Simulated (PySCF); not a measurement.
**Optical rotation: SMILES ClC=C=CCl, C3H2Cl2**

Geometry:
```
atom   x (Å)   y (Å)   z (Å)
 Cl1  -2.294  -1.108  -0.566
  C2  -1.280   0.057   0.220
  C3  -0.008   0.144  -0.015
  C4   1.267   0.167  -0.246
 Cl5   2.402  -0.737   0.704
  H6  -1.814   0.714   0.888
  H7   1.730   0.768  -1.013
```

Computed, not measured: TDDFT LC-wPBE/6-31+G* circular dichroism and optical rotation, one conformer, gas phase (PySCF 2.14.0). Geometry: GFN2-xTB.

No stereocentre is labelled: unless the shape is locked (an allene, a helicene, a hindered biaryl), the mirror image is equally populated and a measured rotation or CD is zero. Singlets 5 and 6, 9 and 10 lie within 0.01 eV of each other, so their separate moments and overlaps can depend on how they mix.

Problem. What is the specific rotation at 1340, 300 nm?

Solution. [α] in deg dm⁻¹ (g/mL)⁻¹:
```csv
λ (nm),origin-invariant length gauge,modified velocity gauge,length gauge (centre of mass),isotropic polarisability (au)
1340,-77.3,-73.9,-85.6,59.9
300,-2804.0,-2714.5,-3075.0,72.3
```

Problem. And for the mirror image at 1340 nm?

Solution. +77.3 deg dm⁻¹ (g/mL)⁻¹ (origin-invariant length gauge): the same size and the opposite sign.

Problem. What is the molar rotation [Φ] = [α]·M/100 of the geometry above at 1340 nm?

Solution. With M = 108.95 g/mol, -84.2 deg cm² dmol⁻¹ (origin-invariant length gauge).

The first excitation lies at 5.37 eV (231 nm) with R = 0.0 × 10⁻⁴⁰ esu² cm² (velocity form).
